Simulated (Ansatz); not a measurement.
Compare A (`COC=C=N`) with its isomer B (`N=CC1CO1`).

Gas-phase electronic energies from Ansatz, PBE0-D4/def2-TZVP geometries. CCSD(T)/CBS is the MP2 limit (def2-TZVPP, def2-QZVPP) plus CCSD(T) − MP2 in def2-TZVPP, frozen cores. Functionals use def2-TZVPP. B3LYP here is the variant with VWN-RPA as its local correlation; programs differ in this. One conformer a species, not always the lowest.

Question: Which is lower in electronic energy at CCSD(T)/CBS, and by how much? (Best estimate.)

Answer: The calculation gave: B, by 12.5 kcal/mol.

Question: Give E(B) − E(A) in kcal/mol with ωB97M-V, BLYP-D4, B2PLYP, B3LYP, CCSD(T)/def2-TZVPP, CCSD/def2-TZVPP, PBE-D4. (An estimate is asked.)

Answer: Computed: ωB97M-V -11.4, BLYP-D4 -5.5, B2PLYP -9.4, B3LYP -7.1, CCSD(T)/def2-TZVPP -12.3, CCSD/def2-TZVPP -12.4, PBE-D4 -10.1. None reverses the order clearly.

Question: Does the order hold for the free energy at 298.15 K (harmonic terms from PBE0-D4)? (Best estimate.)

Answer: Ansatz gave: Yes: G(B) − G(A) = -10.3 kcal/mol, for one conformer each.

Largest T1 diagnostic: 0.014.

From PBE to PBE0 (25 % exact exchange), in def2-TZVPP and without D4, E(B) − E(A) moves by −2.1 kcal/mol. In def2-TZVPP, CCSD(T) changes the Hartree–Fock value by −2.7 kcal/mol (the triples alone add +0.1 kcal/mol) and MP2 by −4.5 kcal/mol.
